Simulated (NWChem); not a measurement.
# [HO2]− (hydroperoxide(1-)): PBE0/def2-TZVPPD

Aim: the vertical ionisation energy of [HO2]− (hydroperoxide(1-)) at PBE0/def2-TZVPPD, from 2 runs. 

The calculation is run with NWChem 7.3.0.

4 further runs of the same task are left out: 4 set aside as unsound or not needed. Runs told in other sessions of the task aren't counted.

## (1) The structure to begin with

[HO2]−: 3 atoms, total charge -1, spin state singlet. SMILES: `[O-]O`. Geometry: relaxed at PBE0-D4/def2-TZVPD.

Bond lengths: O1–O2 1.479 Å, O2–H3 0.961 Å. Angles: O1–O2–H3 100.1°.

## (2) Energy and forces at PBE0/def2-TZVPPD

nw.nw reads:

```
start nw
title "hydroperoxide(1-)"
memory 2200 mb
charge -1

geometry units angstroms noautosym nocenter noautoz
O    -0.357760    1.025590   -0.080830
O    -0.242260   -0.445880   -0.180750
H     0.600030   -0.579720    0.261570
end

basis spherical bse
O library def2-TZVPPD
H library def2-TZVPPD
end

dft
xc pbe0
mult 1
grid fine
convergence energy 1e-08
iterations 100
mulliken
end

task dft gradient
```

Command:

```console
nwchem nw.nw > nw.out
```

Output:

```text
[...]
          Wavefunction type:  closed shell.
          No. of atoms     :     3
          No. of electrons :    18
[...]
          Charge           :    -1
          Spin multiplicity:     1
[...]
          AO basis - number of functions:    97
[...]
              XC Information
              --------------
                         PBE0 Method XC Functional
                     Hartree-Fock (Exact) Exchange  0.250
          PerdewBurkeErnzerhof Exchange Functional  0.750
            Perdew 1991 LDA Correlation Functional  1.000 local
           PerdewBurkeErnz. Correlation Functional  1.000 non-local
[...]
 d= 0,ls=0.0,diis     1   -150.5648247376 -1.80D+02  2.01D-02  3.54D+00     1.3
[...]
 d= 0,ls=0.0,diis     8   -150.8459217493 -7.91D-09  3.49D-06  4.81D-07     7.5
         Total DFT energy =     -150.845921749306
      One electron energy =     -271.935720365368
           Coulomb energy =      109.064975510770
    Exchange-Corr. energy =      -17.502246233567
 Nuclear repulsion energy =       29.527069338859
[...]
      Total Density - Mulliken Population Analysis
     ---------------------------------------------
    Atom       Charge   Shell Charges
 -----------   ------   -------------------------------------------------------
    1 O    8     8.84   0.79  1.18  0.62  0.94  0.43  0.05  1.77  1.79  1.00  0.25  0.00  0.02 -0.00  0.00
    2 O    8     8.30   0.79  1.18  0.61  0.91  0.32  0.03  1.84  1.81  0.74  0.03  0.00  0.03  0.01  0.00
    3 H    1     0.86   0.27  0.42  0.05  0.02  0.07  0.02  0.01
[...]
  wavefunction    = closed shell
                         DFT ENERGY GRADIENTS
    atom               coordinates                        gradient
                 x          y          z           x          y          z
   1 O      -0.676068   1.938084  -0.152747   -0.000067   0.000027  -0.000033
   2 O      -0.457805  -0.842591  -0.341568   -0.001953   0.000411  -0.001015
   3 H       1.133892  -1.095512   0.494296    0.002020  -0.000438   0.001048
[...]
```

Wall time 11 s (1 thread of Intel Xeon Platinum 8488C (Sapphire Rapids), shared host); peak memory 0.12 GiB.

## (3) Doublet neutral HO2: the energy at UPBE0/def2-TZVPPD

job.xyz reads:

```xyz
3

O     -0.357760     1.025590    -0.080830
O     -0.242260    -0.445880    -0.180750
H      0.600030    -0.579720     0.261570
```

job.nw reads:

```
start job
memory 2200 mb

geometry units angstroms noautosym nocenter noautoz
 load job.xyz
end

basis spherical bse
 * library def2-TZVPPD
end

dft
 xc pbe0
 mult 2
 grid fine
 convergence energy 1e-08
 maxiter 100
 mulliken
 noprint "final vectors analysis"
end

task dft energy
```

Command:

```console
nwchem job.nw > job.out
```

Output:

```text
[...]
          Wavefunction type:  spin polarized.
          No. of atoms     :     3
          No. of electrons :    17
[...]
          Charge           :     0
          Spin multiplicity:     2
[...]
          AO basis - number of functions:    97
[...]
              XC Information
              --------------
                         PBE0 Method XC Functional
                     Hartree-Fock (Exact) Exchange  0.250
          PerdewBurkeErnzerhof Exchange Functional  0.750
            Perdew 1991 LDA Correlation Functional  1.000 local
           PerdewBurkeErnz. Correlation Functional  1.000 non-local
[...]
 d= 0,ls=0.0,diis     1   -150.7578794731 -1.80D+02  2.26D-03  1.42D-01     1.6
[...]
 d= 0,ls=0.0,diis    14   -150.8029428504 -1.36D-09  8.46D-08  2.84D-11    17.1
[...]
         Total DFT energy =     -150.802942850377
      One electron energy =     -265.924293003644
           Coulomb energy =      102.788800373901
    Exchange-Corr. energy =      -17.194519559493
 Nuclear repulsion energy =       29.527069338859
[...]
      Total Density - Mulliken Population Analysis
     ---------------------------------------------
    Atom       Charge   Shell Charges
 -----------   ------   -------------------------------------------------------
    1 O    8     8.12   0.80  1.17  0.65  0.99  0.36  0.01  1.72  1.69  0.68  0.02  0.00  0.02  0.00  0.00
    2 O    8     8.12   0.79  1.18  0.62  0.94  0.30  0.01  1.80  1.78  0.64  0.02  0.00  0.03  0.00  0.00
    3 H    1     0.76   0.26  0.39  0.03  0.02  0.05 -0.00  0.01
[...]
      <S2> =      0.7555 (Exact =     0.7500)
[...]
```

Run time: 18 s. Hardware: 1 thread of Intel Xeon Platinum 8488C (Sapphire Rapids), shared host; peak memory 0.11 GiB.

## (4) Outcome

At PBE0/def2-TZVPPD:

| quantity | value |
| --- | --- |
| singlet [HO2]−: total energy | -150.84592 Eh |
| singlet [HO2]−: HOMO energy | 1.37 eV |
| singlet [HO2]−: LUMO energy | 4.91 eV |
| singlet [HO2]−: HOMO–LUMO gap (to an unbound level, set by the basis) | 3.54 eV |
| singlet [HO2]−: largest force on an atom | 0.119 eV/Å |
| doublet neutral HO2: total energy | -150.80294 Eh |
| doublet neutral HO2: dipole moment | 1.95 D |
| doublet neutral HO2: ⟨S²⟩ | 0.755 |
| vertical detachment energy (to the doublet neutral) | 1.170 eV |

**Reading.** The vertical ionisation energy comes to 1.17 eV (27 kcal/mol). −ε(HOMO) before ionisation, -1.37 eV, is 2.54 eV below this ionisation energy. Mulliken charges (singlet [HO2]−) run from -0.84 on O1 to +0.14 on H3; in a basis this large or diffuse they mean little. The HOMO (singlet [HO2]−) lies at positive energy, 1.37 eV, from the functional's self-interaction, a short basis or an electron that isn't bound; only total energies against the neutral tell. Mulliken charges (doublet neutral HO2) run from -0.12 on O1 to +0.24 on H3; in a basis this large or diffuse they mean little.
